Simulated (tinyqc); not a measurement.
Hueckel theory of the pi electrons, for the molecule c1[cH+]n1 (SMILES; centres numbered as the heavy atoms are written), step by step. One step of it, computed by the program tinyqc.

Question. Energy, charges, bond orders. E = sum n x; q_r = z_r - P_rr; bond order p = P_rs; free valence = sqrt(3) - sum of p over the bonds of the atom.

x values: 2.186141  -0.686141  -1.000000

occupations: 2.000000  0.000000  0.000000

charge and bond-order matrix P:
```
          1C        2C        3N
1C  0.587039  0.587039  0.696311
2C  0.587039  0.587039  0.696311
3N  0.696311  0.696311  0.825922
```

Centres:

| centre | z_r, pi electrons of the neutral centre | h |
|---|---|---|
| 1C | 1 | 0.000000 |
| 2C | 1 | 0.000000 |
| 3N | 1 | 0.500000 |

Bonds:

| i | j | k |
|---|---|---|
| 1 | 2 | 1 |
| 2 | 3 | 1 |
| 3 | 1 | 1.000000 |

Give: pi energy = 2 alpha + this times beta; pi charges; Bond orders and lengths from R = 1.517 - 0.180 p; free valence of the carbons; gap between the highest filled and the next level.

Answer.

pi energy = 2 alpha + this times beta = 4.3723

pi charges: 1C 0.4130, 2C 0.4130, 3N 0.1741

Bond orders and lengths from R = 1.517 - 0.180 p (angstrom, C-C alone):

| bond | p | R |
|---|---|---|
| 1-2 | 0.5870 | 1.4113 |
| 2-3 | 0.6963 | - |
| 3-1 | 0.6963 | - |

free valence of the carbons: 1C 0.4487, 2C 0.4487

gap between the highest filled and the next level = 2.8723 |beta|
